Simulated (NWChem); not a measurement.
acetylene (C2H2); SMILES C#C

Program: NWChem. Pople sets run with spherical d functions. Each level has its own optimisation. Entropies are gas-phase, rigid-rotor, harmonic values for NWChem's default masses at 298.15 K and 1 bar, so the errors hold that model's part too (torsions, anharmonicity).

Measured entropy at 1 bar: 48.0 cal/(mol K) (CRC Handbook, as tabulated in the package chemicals).

```tsv
level	entropy at 1 bar (cal/(mol K))	computed − measured
Hartree-Fock/STO-3G	46.9	-1.1
Hartree-Fock/3-21G	47.1	-0.9
Hartree-Fock/6-31G*	47.3	-0.7
B3LYP/6-31G*	48.2	+0.2
LDA (Slater exchange, VWN5)/def2-SVP	47.9	-0.1
PBE/def2-SVP	48.0	0.0
BLYP/def2-SVP	47.9	-0.1
PBE0/def2-SVP	47.7	-0.3
```
